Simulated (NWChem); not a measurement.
Everything below was run with NWChem. System: P (-1), charge -1, spin multiplicity 3. Its SCF solution wasn't tested for a lower state. Level: UHF/def2-TZVPD.

The NWChem input:

```
start mol
memory heap 200 mb stack 900 mb global 1100 mb
charge -1
geometry units angstroms nocenter noautoz
  P      0.000000     0.000000     0.000000
  symmetry group D2h
end
basis spherical
  * library def2-tzvpd
end
scf
  uhf
  nopen 2
  maxiter 100
  thresh 1e-7
  semidirect memsize 60000000 filesize 0
  # guess.movecs holds the orbitals of an unrestricted PBE0 run
  vectors input guess.movecs output mol.movecs
end
task scf energy
```

Output (cleaned and shortened):

```
             Northwest Computational Chemistry Package (NWChem) 7.3.0
             --------------------------------------------------------

                                NWChem Input Module
                                -------------------

 Scaling coordinates for geometry "geometry" by  1.889725989
 (inverse scale =  0.529177249)

                             Geometry "geometry" -> ""
                             -------------------------

 Output coordinates in angstroms (scale by  1.889725989 to convert to a.u.)

  No.       Tag          Charge          X              Y              Z
 ---- ---------------- ---------- -------------- -------------- --------------
    1 P                   15.0000     0.00000000     0.00000000     0.00000000

 Effective nuclear repulsion energy (a.u.)       0.0000000000

            Nuclear Dipole moment (a.u.)
            ----------------------------
        X                 Y               Z
 ---------------- ---------------- ----------------
     0.0000000000     0.0000000000     0.0000000000

      Symmetry information
      --------------------

 Group name             D2h
 Group number             26
 Group order               8
 No. of unique centers     1

      Symmetry unique atoms

     1


 Summary of "ao basis" -> "" (spherical)
 ------------------------------------------------------------------------------
       Tag                 Description            Shells   Functions and Types
 ---------------- ------------------------------  ------  ---------------------
 *                         def2-tzvpd                 on all atoms

 Summary of "ao basis" -> "ao basis" (spherical)
 ------------------------------------------------------------------------------
       Tag                 Description            Shells   Functions and Types
 ---------------- ------------------------------  ------  ---------------------
 P                         def2-tzvpd               15       43   6s5p3d1f

                                 NWChem SCF Module
                                 -----------------

  ao basis        = "ao basis"
  functions       =    43
  atoms           =     1
  alpha electrons =     9
  beta  electrons =     7
  charge          =  -1.00
  wavefunction    = UHF
  use symmetry    = T
  symmetry adapt  = T

 Summary of "ao basis" -> "ao basis" (spherical)
 ------------------------------------------------------------------------------
       Tag                 Description            Shells   Functions and Types
 ---------------- ------------------------------  ------  ---------------------
 P                         def2-tzvpd               15       43   6s5p3d1f

      Symmetry analysis of basis
      --------------------------

        ag         12
        au          1
        b1g         3
        b1u         7
        b2g         3
        b2u         7
        b3g         3
        b3u         7

 Forming initial guess at       0.1s

   Symmetry analysis of molecular orbitals - initial alpha
   -------------------------------------------------------

  Numbering of irreducible representations:

     1 ag          2 au          3 b1g         4 b1u         5 b2g
     6 b2u         7 b3g         8 b3u

  Orbital symmetries:

     1 ag          2 ag          3 b1u         4 b3u         5 b2u
     6 ag          7 b1u         8 b3u         9 b2u        10 ag
    11 ag         12 b2g        13 b3g        14 b1g        15 ag
    16 b1u        17 b3u        18 b2u        19 ag

   Symmetry analysis of molecular orbitals - initial beta
   ------------------------------------------------------

  Numbering of irreducible representations:

     1 ag          2 au          3 b1g         4 b1u         5 b2g
     6 b2u         7 b3g         8 b3u

  Orbital symmetries:

     1 ag          2 ag          3 b1u         4 b3u         5 b2u
     6 ag          7 b2u         8 b1u         9 b3u        10 ag
    11 b3g        12 b1g        13 ag         14 b2g        15 ag
    16 b2u        17 b1u        18 b3u        19 b3g

 Starting SCF solution at       0.1s

 ----------------------------------------------
         Quadratically convergent UHF

 Convergence threshold     :          1.000E-07
 Maximum no. of iterations :          100
 Integral*density screening:          1.000E-09
 ----------------------------------------------

              iter       energy          gnorm     gmax       time
             ----- ------------------- --------- --------- --------
                 1     -340.6825241265  4.73D-01  2.26D-01      0.3
                 2     -340.6872670345  3.65D-02  1.44D-02      0.3
                 3     -340.6874658090  5.05D-04  2.19D-04      0.3
                 4     -340.6874659045  1.12D-07  4.90D-08      0.4
                 5     -340.6874659045  4.27D-09  2.03D-09      0.4

       Final UHF  results
       ------------------

         Total SCF energy =   -340.687465904493
      One electron energy =   -476.042587503710
      Two electron energy =    135.355121599217
 Nuclear repulsion energy =      0.000000000000

                       Sz =      1.0000
                 Sz(Sz+1) =      2.0000
                      S^2 =      2.0140

        Time for solution =      0.3s

       Symmetry analysis of molecular orbitals - alpha
       -----------------------------------------------

  Numbering of irreducible representations:

     1 ag          2 au          3 b1g         4 b1u         5 b2g
     6 b2u         7 b3g         8 b3u

  Orbital symmetries:

     1 ag          2 ag          3 b3u         4 b1u         5 b2u
     6 ag          7 b3u         8 b1u         9 b2u        10 ag
    11 ag         12 b2g        13 b1g        14 b3g        15 ag
    16 b1u        17 b3u        18 b2u        19 ag

       Symmetry analysis of molecular orbitals - beta
       ----------------------------------------------

  Numbering of irreducible representations:

     1 ag          2 au          3 b1g         4 b1u         5 b2g
     6 b2u         7 b3g         8 b3u

  Orbital symmetries:

     1 ag          2 ag          3 b2u         4 b3u         5 b1u
     6 ag          7 b2u         8 b3u         9 b1u        10 ag
    11 b1g        12 b3g        13 ag         14 ag         15 b2g
    16 b2u        17 b1u        18 b3u        19 ag

          Final alpha eigenvalues
          -----------------------

              1
    1  -79.6624
    2   -7.2050
    3   -5.1069
    4   -5.1069
    5   -5.0928
    6   -0.5000
    7   -0.0987
    8   -0.0987
    9   -0.0408
   10    0.2896
   11    0.3854
   12    0.3854
   13    0.3996
   14    0.3996
   15    0.4052
   16    0.5751
   17    0.5751
   18    0.6093
   19    0.7972

          Final beta eigenvalues
          ----------------------

              1
    1  -79.6499
    2   -7.1925
    3   -5.0860
    4   -5.0749
    5   -5.0749
    6   -0.3283
    7   -0.0134
    8    0.2964
    9    0.2964
   10    0.3056
   11    0.4173
   12    0.4173
   13    0.4173
   14    0.4195
   15    0.4195
   16    0.6214
   17    0.6615
   18    0.6615
   19    0.8829

                    UHF Final Alpha Molecular Orbital Analysis
                    ------------------------------------------

 Vector    7  Occ=1.000000D+00  E=-9.872360D-02  Symmetry=b3u
              MO Center=  2.9D-21, -3.1D-34, -3.1D-33, r^2= 2.1D+00
   Bfn.  Coefficient  Atom+Function         Bfn.  Coefficient  Atom+Function
  ----- ------------  ---------------      ----- ------------  ---------------
    19      0.506044  1 P  px                16      0.448866  1 P  px
    13      0.207044  1 P  px                 7     -0.165766  1 P  px

 Vector    8  Occ=1.000000D+00  E=-9.872360D-02  Symmetry=b1u
              MO Center= -2.9D-18,  3.5D-20,  5.9D-19, r^2= 2.1D+00
   Bfn.  Coefficient  Atom+Function         Bfn.  Coefficient  Atom+Function
  ----- ------------  ---------------      ----- ------------  ---------------
    21      0.506044  1 P  pz                18      0.448866  1 P  pz
    15      0.207044  1 P  pz                 9     -0.165766  1 P  pz

 Vector    9  Occ=1.000000D+00  E=-4.081385D-02  Symmetry=b2u
              MO Center= -1.7D-17, -8.3D-18, -1.9D-17, r^2= 2.3D+00
   Bfn.  Coefficient  Atom+Function         Bfn.  Coefficient  Atom+Function
  ----- ------------  ---------------      ----- ------------  ---------------
    20      0.563555  1 P  py                17      0.390727  1 P  py
    14      0.210978  1 P  py                 8     -0.159959  1 P  py

 Vector   10  Occ=0.000000D+00  E= 2.895704D-01  Symmetry=ag
              MO Center= -1.8D-19, -4.1D-18, -1.1D-19, r^2= 8.2D+00
   Bfn.  Coefficient  Atom+Function         Bfn.  Coefficient  Atom+Function
  ----- ------------  ---------------      ----- ------------  ---------------
     6      2.147203  1 P  s                  5     -1.854112  1 P  s

 Vector   11  Occ=0.000000D+00  E= 3.853950D-01  Symmetry=ag
              MO Center= -1.0D-16, -2.3D-17, -1.1D-17, r^2= 6.8D+00
   Bfn.  Coefficient  Atom+Function         Bfn.  Coefficient  Atom+Function
  ----- ------------  ---------------      ----- ------------  ---------------
    34      0.896976  1 P  d  0              36     -0.517870  1 P  d  2

 Vector   12  Occ=0.000000D+00  E= 3.853950D-01  Symmetry=b2g
              MO Center=  8.4D-16, -5.0D-17, -1.3D-15, r^2= 6.8D+00
   Bfn.  Coefficient  Atom+Function         Bfn.  Coefficient  Atom+Function
  ----- ------------  ---------------      ----- ------------  ---------------
    35      1.035739  1 P  d  1

                     UHF Final Beta Molecular Orbital Analysis
                     -----------------------------------------

 Vector    5  Occ=1.000000D+00  E=-5.074925D+00  Symmetry=b1u
              MO Center=  2.4D-35,  8.6D-37, -1.8D-23, r^2= 8.2D-02
   Bfn.  Coefficient  Atom+Function         Bfn.  Coefficient  Atom+Function
  ----- ------------  ---------------      ----- ------------  ---------------
     9      0.715508  1 P  pz                12      0.351193  1 P  pz

 Vector    6  Occ=1.000000D+00  E=-3.283353D-01  Symmetry=ag
              MO Center= -5.6D-18, -1.0D-17, -5.6D-18, r^2= 1.4D+00
   Bfn.  Coefficient  Atom+Function         Bfn.  Coefficient  Atom+Function
  ----- ------------  ---------------      ----- ------------  ---------------
     4      0.641726  1 P  s                  5      0.447725  1 P  s
     3     -0.427725  1 P  s

 Vector    7  Occ=1.000000D+00  E=-1.340907D-02  Symmetry=b2u
              MO Center=  5.8D-34, -1.5D-18, -5.1D-34, r^2= 2.3D+00
   Bfn.  Coefficient  Atom+Function         Bfn.  Coefficient  Atom+Function
  ----- ------------  ---------------      ----- ------------  ---------------
    20      0.595686  1 P  py                17      0.356560  1 P  py
    14      0.214979  1 P  py                 8     -0.157299  1 P  py

 Vector    8  Occ=0.000000D+00  E= 2.964476D-01  Symmetry=b3u
              MO Center= -2.4D-19, -1.8D-35,  1.4D-32, r^2= 3.2D+00
   Bfn.  Coefficient  Atom+Function         Bfn.  Coefficient  Atom+Function
  ----- ------------  ---------------      ----- ------------  ---------------
    19      0.855989  1 P  px                13      0.203724  1 P  px

 Vector    9  Occ=0.000000D+00  E= 2.964476D-01  Symmetry=b1u
              MO Center= -2.7D-18,  1.4D-20, -2.9D-18, r^2= 3.2D+00
   Bfn.  Coefficient  Atom+Function         Bfn.  Coefficient  Atom+Function
  ----- ------------  ---------------      ----- ------------  ---------------
    21      0.855989  1 P  pz                15      0.203724  1 P  pz

 Vector   10  Occ=0.000000D+00  E= 3.056173D-01  Symmetry=ag
              MO Center= -3.9D-18,  3.1D-16, -3.7D-18, r^2= 8.3D+00
   Bfn.  Coefficient  Atom+Function         Bfn.  Coefficient  Atom+Function
  ----- ------------  ---------------      ----- ------------  ---------------
     6      2.193935  1 P  s                  5     -1.964009  1 P  s
     4      0.152575  1 P  s

 center of mass
 --------------
 x =   0.00000000 y =   0.00000000 z =   0.00000000

 moments of inertia (a.u.)
 ------------------
           0.000000000000           0.000000000000           0.000000000000
           0.000000000000           0.000000000000           0.000000000000
           0.000000000000           0.000000000000           0.000000000000

  Mulliken analysis of the total density
  --------------------------------------

    Atom       Charge   Shell Charges
 -----------   ------   -------------------------------------------------------
    1 P   15    16.00   2.01  0.54  1.43  1.03  0.87  0.11  4.16  1.70  0.67  1.51  1.95  0.00  0.00  0.00  0.00

  Mulliken analysis of the alpha density
  --------------------------------------

    Atom       Charge   Shell Charges
 -----------   ------   -------------------------------------------------------
    1 P   15     9.00   1.00  0.27  0.72  0.51  0.46  0.04  2.11  0.83  0.46  1.19  1.41  0.00  0.00  0.00  0.00

   Mulliken analysis of the beta density
   -------------------------------------

    Atom       Charge   Shell Charges
 -----------   ------   -------------------------------------------------------
    1 P   15     7.00   1.00  0.27  0.72  0.52  0.41  0.08  2.06  0.87  0.21  0.32  0.54  0.00  0.00  0.00  0.00

   Mulliken analysis of the spin density
   -------------------------------------

    Atom       Charge   Shell Charges
 -----------   ------   -------------------------------------------------------
    1 P   15     2.00   0.00  0.00 -0.00 -0.01  0.05 -0.04  0.05 -0.03  0.25  0.87  0.86 -0.00 -0.00 -0.00  0.00

       Multipole analysis of the density wrt the origin
       ------------------------------------------------

     L   x y z        total         alpha         beta         nuclear
     -   - - -        -----         -----         ----         -------
     0   0 0 0     -1.000000     -9.000000     -7.000000     15.000000

     1   1 0 0      0.000000      0.000000      0.000000      0.000000
     1   0 1 0     -0.000000     -0.000000      0.000000      0.000000
     1   0 0 1      0.000000      0.000000      0.000000      0.000000

     2   2 0 0    -13.340805     -9.766968     -3.573837      0.000000
     2   1 1 0      0.000000      0.000000      0.000000      0.000000
     2   1 0 1     -0.000000     -0.000000      0.000000      0.000000
     2   0 2 0    -16.921599     -9.596150     -7.325449      0.000000
     2   0 1 1      0.000000      0.000000      0.000000      0.000000
     2   0 0 2    -13.340805     -9.766968     -3.573837      0.000000

 Task  times  cpu:        0.4s     wall:        0.4s

 Total times  cpu:        0.4s     wall:        0.4s
```
